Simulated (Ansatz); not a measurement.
Ansatz (a program for electronic structure) input:

Ansatz 0.2 input:
```yaml
crystal:
  periodic: [false, false, false]
  atoms:
    - {symbol: N, position_ang: [0.07923053, -0.02749423, -0.65625463]}
    - {symbol: O, position_ang: [-0.03478217, 0.06765720, 0.63006445]}
basis:
  gaussian:
    orbitals: def2-TZVP
hamiltonian:
  xc: b3lyp
  dispersion: d3bj
total_charge: -1
relax: {f_tol: 0.002, max_steps: 150}
```

Question: What final total energy does it print?

Answer: -129.89669 Eh (B3LYP-D3(BJ)/def2-TZVP). The basis has 62 functions.
